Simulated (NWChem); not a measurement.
# One shape, several levels: CH3LiO (SMILES [Li][O]C)

Wanted: a comparison of 6 runs (HF/STO-3G, BP86/6-31G, r2SCAN/3-21G, B3LYP/6-31G*, PBE/def2-SVP, PBE0/def2-SVP) of CH3LiO. 

The calculation is run with NWChem 7.3.0.

## (1) The molecule

The species is CH3LiO (6 atoms), meant as a singlet with charge 0. SMILES: `[Li][O]C`. The shape is that of a PBE0-D4/def2-TZVP optimisation.

Bond lengths: Li1–O2 1.576 Å, O2–C3 1.366 Å, C3–H4 1.105 Å, C3–H5 1.105 Å, C3–H6 1.105 Å. Angles: Li1–O2–C3 180.0°, O2–C3–H4 112.7°, O2–C3–H5 112.7°, O2–C3–H6 112.7°, H4–C3–H5 106.1°, H4–C3–H6 106.1°, H5–C3–H6 106.1°.

## (2) Energy and forces at HF/STO-3G (run 1)

Input file m1.nw:

```
start m1
memory 2200 mb
charge 0

geometry units bohr noautosym nocenter noautoz
  Li    -3.47596223    -1.91882791    -2.34439423
  O     -1.21944027    -0.69107284    -0.83752662
  C      0.73604833     0.37322091     0.46808516
  H      1.94358332    -1.04747519     1.40973569
  H      2.00632223     1.49288364    -0.75494559
  H      0.08900610     1.67051789     1.97192921
end

basis "ao basis" spherical bse
  * library STO-3G
end

scf
  thresh 1e-08
  maxiter 80
end

task scf gradient
```

Launch:

```
nwchem m1.nw > m1.out
```

Output:

```text
[...]
  functions       =    18
[...]
  wavefunction    = RHF
[...]
         Total SCF energy =   -120.345752647336
      One-electron energy =   -259.184855356166
      Two-electron energy =     91.916028368436
 Nuclear repulsion energy =     46.923074340394
        Time for solution =      0.3s
[...]
                         RHF ENERGY GRADIENTS
    atom               coordinates                        gradient
                 x          y          z           x          y          z
   1 Li     -3.475962  -1.918828  -2.344394   -0.046431  -0.025260  -0.031008
   2 O      -1.219440  -0.691073  -0.837527    0.070882   0.038561   0.047336
   3 C       0.736048   0.373221   0.468085   -0.032672  -0.017762  -0.021837
   4 H       1.943583  -1.047475   1.409736    0.003867  -0.001814   0.002842
   5 H       2.006322   1.492884  -0.754946    0.003980   0.002967  -0.001236
   6 H       0.089006   1.670518   1.971929    0.000373   0.003307   0.003904
[...]
```

Run time: 0.99 s. Hardware: 1 thread of Intel Xeon 6975P-C (Granite Rapids), shared host; peak memory 0.097 GiB.

## (3) Energy and gradient at BP86/6-31G (run 2)

Input file run.py:

```python
from ase import Atoms
from ase.calculators.nwchem import NWChem

atoms = Atoms(['Li', 'O', 'C', 'H', 'H', 'H'], positions=[
    [-1.839400, -1.015400, -1.240600],
    [-0.645300, -0.365700, -0.443200],
    [0.389500, 0.197500, 0.247700],
    [1.028500, -0.554300, 0.746000],
    [1.061700, 0.790000, -0.399500],
    [0.047100, 0.884000, 1.043500],
])

calc = NWChem(
    label='test',
    theory='dft',
    memory='2200 mb',
    basis='6-31G',
    basispar='spherical bse',
    dft={'xc': 'becke88 perdew86', 'mult': '1', 'grid': 'xfine', 'convergence': 'energy 1e-08', 'iterations': '100', 'mulliken': None, 'print': 'low'},
)
atoms.calc = calc

forces = atoms.get_forces()
e = atoms.get_potential_energy()
print(f"E = {e:.6f} eV")
print("forces (eV/A):")
for s, f in zip(atoms.symbols, forces):
    print(f"{s:2s} {f[0]:10.5f} {f[1]:10.5f} {f[2]:10.5f}")
```

Launch:

```
export ASE_NWCHEM_COMMAND="nwchem PREFIX.nwi > PREFIX.nwo"
python run.py
```

Output:

```text
E = -3337.064368 eV
forces (eV/A):
Li   -0.35579   -0.19371   -0.23757
O    -0.98998   -0.53865   -0.66113
C     0.86590    0.47082    0.57906
H     0.27017   -0.23654    0.20523
H     0.28190    0.23279   -0.19453
H    -0.07225    0.26539    0.30900
```

The calculator wrote test.nwi:

```
title "test"

permanent_dir test

scratch_dir test

start test

geometry units angstrom nocenter noautosym noautoz
  Li -1.8393999999999999e+00 -1.0154000000000001e+00 -1.2405999999999999e+00
  O  -6.4529999999999998e-01 -3.6570000000000003e-01 -4.4319999999999998e-01
  C  3.8950000000000001e-01 1.9750000000000001e-01 2.4770000000000000e-01
  H  1.0285000000000000e+00 -5.5430000000000001e-01 7.4600000000000000e-01
  H  1.0617000000000001e+00 7.9000000000000004e-01 -3.9950000000000002e-01
  H  4.7100000000000003e-02 8.8400000000000001e-01 1.0435000000000001e+00
end

memory 2200 mb

basis spherical bse noprint
   * library 6-31G
end

dft
  xc becke88 perdew86
  mult 1
  grid xfine
  convergence energy 1e-08
  iterations 100
  mulliken
  print low
end

task dft gradient
```

test.nwo:

```text
Northwest Computational Chemistry Package (NWChem) 7.3.0
             --------------------------------------------------------

           Job information
           ---------------

    nwchem branch   = 7.3.0
    use scalapack   = T
    input           = test.nwi
    prefix          = test.
    data base       = test/test.db
    status          = startup
    nproc           =        1

           Memory information
           ------------------

    heap     =     72089598 doubles =      550.0 Mbytes
    stack    =     72089595 doubles =      550.0 Mbytes
    global   =    144179200 doubles =     1100.0 Mbytes (distinct from heap & stack)
    total    =    288358393 doubles =     2200.0 Mbytes
    verify   = yes
    hardfail = no

[... 39 lines left out ...]
            Nuclear Dipole moment (a.u.)
[... 74 lines left out ...]
   convergence    iter        energy       DeltaE   RMS-Dens  Diis-err    time
[... 13 lines left out ...]
         Total DFT energy =     -122.634854567935
      One electron energy =     -260.670760684722
           Coulomb energy =      108.190100674188
    Exchange-Corr. energy =      -17.077272296138
 Nuclear repulsion energy =       46.923077738736
[... 31 lines left out ...]
                         DFT ENERGY GRADIENTS

    atom               coordinates                        gradient
                 x          y          z           x          y          z
   1 Li     -3.475962  -1.918828  -2.344394    0.006919   0.003767   0.004620
   2 O      -1.219440  -0.691073  -0.837527    0.019252   0.010475   0.012857
   3 C       0.736048   0.373221   0.468085   -0.016839  -0.009156  -0.011261
   4 H       1.943583  -1.047475   1.409736   -0.005254   0.004600  -0.003991
   5 H       2.006322   1.492884  -0.754946   -0.005482  -0.004527   0.003783
   6 H       0.089006   1.670518   1.971929    0.001405  -0.005161  -0.006009

 Task  times  cpu:       26.6s     wall:       26.6s
 Total times  cpu:       26.6s     wall:       26.6s
```

It took 28 s on 1 thread of Intel Xeon 6975P-C (Granite Rapids), shared host; peak memory 0.12 GiB.

Run 3 isn't shown in full; the table further down has it.

## (4) Energy and forces at B3LYP/6-31G(d) (Cartesian functions) (run 4)

Input file ch3lio.nw:

```
start ch3lio
memory total 2200 mb

geometry units angstroms noautosym nocenter noautoz
 Li   -1.839400   -1.015400   -1.240600
 O    -0.645300   -0.365700   -0.443200
 C     0.389500    0.197500    0.247700
 H     1.028500   -0.554300    0.746000
 H     1.061700    0.790000   -0.399500
 H     0.047100    0.884000    1.043500
end

basis cartesian
 Li library 6-31G*
 O library 6-31G*
 C library 6-31G*
 H library 6-31G*
end

dft
 xc b3lyp
 grid xfine
 convergence energy 1e-08
 maxiter 100
 mulliken
end

task dft gradient
```

Launch:

```
nwchem ch3lio.nw > ch3lio.out
```

Output:

```text
[...]
          Wavefunction type:  closed shell.
          No. of atoms     :     6
          No. of electrons :    20
[...]
          Charge           :     0
          Spin multiplicity:     1
[...]
          AO basis - number of functions:    51
[...]
              XC Information
              --------------
                         B3LYP Method XC Potential
                     Hartree-Fock (Exact) Exchange  0.200
                        Slater Exchange Functional  0.800 local
                    Becke 1988 Exchange Functional  0.720 non-local
              Lee-Yang-Parr Correlation Functional  0.810
                  VWN I RPA Correlation Functional  0.190 local
[...]
 d= 0,ls=0.0,diis     1   -122.5730001622 -1.69D+02  3.71D-02  8.96D-01     1.1
[...]
 d= 0,ls=0.0,diis    10   -122.6766618698 -1.92D-10  1.11D-07  4.00D-11     8.6
         Total DFT energy =     -122.676661869831
      One electron energy =     -260.854827472291
           Coulomb energy =      108.351869487928
    Exchange-Corr. energy =      -17.096781624204
 Nuclear repulsion energy =       46.923077738736
[...]
      Total Density - Mulliken Population Analysis
     ---------------------------------------------
    Atom       Charge   Shell Charges
 -----------   ------   -------------------------------------------------------
    1 Li   3     2.50   2.00  0.09  0.41 -0.01 -0.02  0.04
    2 O    8     8.63   1.99  0.88  2.92  0.98  1.84  0.01
    3 C    6     6.15   1.99  0.68  2.06  0.55  0.80  0.06
    4 H    1     0.91   0.54  0.37
    5 H    1     0.91   0.54  0.37
    6 H    1     0.91   0.54  0.37
[...]
  wavefunction    = closed shell
                         DFT ENERGY GRADIENTS
    atom               coordinates                        gradient
                 x          y          z           x          y          z
   1 Li     -3.475962  -1.918828  -2.344394    0.005538   0.003014   0.003697
   2 O      -1.219440  -0.691073  -0.837527    0.000774   0.000417   0.000519
   3 C       0.736048   0.373221   0.468085   -0.003863  -0.002088  -0.002595
   4 H       1.943583  -1.047475   1.409736   -0.001388   0.001233  -0.001053
   5 H       2.006322   1.492884  -0.754946   -0.001451  -0.001204   0.001022
   6 H       0.089006   1.670518   1.971929    0.000389  -0.001371  -0.001590
[...]
```

It took 11 s on 1 thread of Intel Xeon 6975P-C (Granite Rapids), shared host; peak memory 0.12 GiB.

Run 5 isn't shown in full; the table further down has it.

## (5) Energy and forces at PBE0/def2-SVP (run 6)

Input file ch3lio.xyz:

```xyz
6
CH3LiO
Li    -1.839400    -1.015400    -1.240600
O     -0.645300    -0.365700    -0.443200
C      0.389500     0.197500     0.247700
H      1.028500    -0.554300     0.746000
H      1.061700     0.790000    -0.399500
H      0.047100     0.884000     1.043500
```

Input file ch3lio.nw:

```
start ch3lio
title "CH3LiO"
memory total 2200 mb

geometry units angstroms noautosym nocenter noautoz
load format xyz ch3lio.xyz
end

basis "ao basis" spherical bse
* library def2-SVP
end

dft
xc pbe0
mult 1
grid xfine
convergence energy 1e-08
maxiter 100
mulliken
end

task dft gradient
```

Launch:

```
nwchem ch3lio.nw > ch3lio.out
```

Output:

```text
[...]
          Wavefunction type:  closed shell.
          No. of atoms     :     6
          No. of electrons :    20
[...]
          Charge           :     0
          Spin multiplicity:     1
[...]
          AO basis - number of functions:    52
[...]
              XC Information
              --------------
                         PBE0 Method XC Functional
                     Hartree-Fock (Exact) Exchange  0.250
          PerdewBurkeErnzerhof Exchange Functional  0.750
            Perdew 1991 LDA Correlation Functional  1.000 local
           PerdewBurkeErnz. Correlation Functional  1.000 non-local
[...]
 d= 0,ls=0.0,diis     1   -122.3284466304 -1.69D+02  3.32D-02  8.70D-01     0.9
[...]
 d= 0,ls=0.0,diis     8   -122.4301781761  1.39D-09  1.78D-06  3.09D-08     6.1
         Total DFT energy =     -122.430178176075
      One electron energy =     -260.805317484745
           Coulomb energy =      108.383225834012
    Exchange-Corr. energy =      -16.931164264078
 Nuclear repulsion energy =       46.923077738736
[...]
      Total Density - Mulliken Population Analysis
     ---------------------------------------------
    Atom       Charge   Shell Charges
 -----------   ------   -------------------------------------------------------
    1 Li   3     2.42   1.98  0.07 -0.01  0.14  0.24
    2 O    8     8.69   1.99  1.05  0.77  2.86  2.01  0.01
    3 C    6     5.83   1.99  0.89  0.12  2.05  0.72  0.06
    4 H    1     1.02   0.76  0.24  0.02
    5 H    1     1.02   0.76  0.24  0.02
    6 H    1     1.02   0.76  0.24  0.02
[...]
  wavefunction    = closed shell
                         DFT ENERGY GRADIENTS
    atom               coordinates                        gradient
                 x          y          z           x          y          z
   1 Li     -3.475962  -1.918828  -2.344394   -0.001858  -0.001010  -0.001242
   2 O      -1.219440  -0.691073  -0.837527   -0.001186  -0.000651  -0.000789
   3 C       0.736048   0.373221   0.468085    0.011412   0.006225   0.007604
   4 H       1.943583  -1.047475   1.409736   -0.004307   0.002937  -0.003217
   5 H       2.006322   1.492884  -0.754946   -0.004470  -0.003526   0.002289
   6 H       0.089006   1.670518   1.971929    0.000409  -0.003974  -0.004645
[...]
```

Wall time 8.4 s (1 thread of Intel Xeon 6975P-C (Granite Rapids), shared host); peak memory 0.13 GiB.

## (6) Overview of the runs

```
run                               level  iteration cap  module  energy (Eh)  dipole moment (D)  HOMO energy (eV)  LUMO energy (eV)  wall time
  1                           HF/STO-3G             80     scf  -120.345753               2.54             -7.53              2.55     0.99 s
  2                          BP86/6-31G            100     dft  -122.634855                  –                 –                 –       28 s
  3                        r2SCAN/3-21G            100     dft  -121.923720               4.05                 –                 –       29 s
  4  B3LYP/6-31G* (Cartesian functions)            100     dft  -122.676662               4.62             -5.28             -1.23       11 s
  5                        PBE/def2-SVP            100     dft  -122.420122               4.44             -4.06             -1.47       38 s
  6                       PBE0/def2-SVP            100     dft  -122.430178               4.70             -5.47             -0.95      8.4 s
```

## (7) Results

| quantity | value |
| --- | --- |
| run 6: total energy | -122.43018 Eh |
| run 6: dipole moment | 4.70 D |
| run 6: HOMO energy | -5.47 eV |
| run 6: LUMO energy | -0.95 eV |
| run 6: HOMO–LUMO gap | 4.52 eV |
| run 6: largest force on an atom | 0.774 eV/Å |

In words: Over runs 1, 3, 4, 5, 6 the dipole moment (its size) runs from 2.54 D (HF/STO-3G) to 4.70 D (PBE0/def2-SVP). The two ends differ in method and basis. Over runs 1, 4, 5, 6 the HOMO–LUMO gap runs from 2.58 eV (PBE/def2-SVP) to 10.08 eV (HF/STO-3G). Totals of different functionals can't be ranked against each other. In run 1 the basis is minimal, so the values are rough. All runs together took 1.9 min, the longest 38 s.
